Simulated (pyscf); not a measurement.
PySCF, gas phase, ωB97X-D3(BJ)/def2-SVP geometries.

### Question
`[NH]=[Ga][Cl]` + `[H][H]` -> `[Cl][Ga]` [singlet] + `[NH3]`
Surface: singlet. Broken: Ga–N, H–H. Formed: H–N, H–N. Give ΔE‡ and ΔE from M06-2X/def2-TZVP, relative to the separated reactants.

### Answer
ΔE‡ = 128.7 kJ/mol, ΔE = -251.3 kJ/mol. ωB97M-D3(BJ)/def2-TZVP gives 128.4 kJ/mol and -268.6 kJ/mol. Zero-point energy shifts the barrier by +6.9 kJ/mol. It is a concerted two-bond exchange, with an imaginary mode of 1190i cm⁻¹. On the product side the descent ends in a bound adduct, 52.6 kJ/mol under the separated species and 447.9 kJ/mol under the saddle at ωB97X-D3(BJ)/def2-TZVP. At ωB97X-D3(BJ)/def2-TZVP the barrier from the zero used here is 142.7 kJ/mol. This is the saddle that the search found; another between the same sides may lie lower. One closed-shell reference is unstable to symmetry breaking; treat the single-reference values with care. Elements up to Kr have no core potential and no relativistic terms here.
